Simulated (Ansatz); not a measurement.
A calculation on zinc-blende CdS (metastable phase) returned lattice constant a 6.038 Å, bulk modulus 46.4 GPa, cohesive energy 2.12 eV/atom.

For reference: lattice constant a 5.832 Å (measured, room temperature, not corrected to a static lattice, our sources range from 5.818 to 5.832; as tabulated in arXiv:1206.3780); cohesive energy 2.87 eV/atom (measured, zero-point energy (9/8 kB θD) added and atomic spin-orbit splittings removed, spin-orbit-averaged atoms; as tabulated in Albrecht et al. (1997), arXiv:cond-mat/9706128).

### Question
Which level of theory produced these numbers?
A) r²SCANh (Ansatz (a first-principles code))
B) PBE-D4 (Ansatz)
C) r²SCAN0 (Ansatz)
D) BLYP (Ansatz)

### Answer
D, BLYP (Ansatz)

The others give: r²SCAN0 5.859 Å, 63.9 GPa, 2.78 eV/atom; r²SCANh 5.870 Å, 62.0 GPa, 2.80 eV/atom; PBE-D4 5.853 Å, 59.1 GPa, 2.86 eV/atom.

Unless a cell is named, each level is at its own relaxed cell (BLYP 27.52, PBE-D4 25.06, r²SCAN0 25.15, r²SCANh 25.28 Å³/atom).

Caveats: the cell is over a tenth larger than the published one: the level's own overestimate first of all, though another phase or state, or a fault of the published cell, is possible (BLYP). Ansatz's density-functional and Hartree–Fock values are scalar-relativistic unless marked +SOC, with PAW data made under PBE.
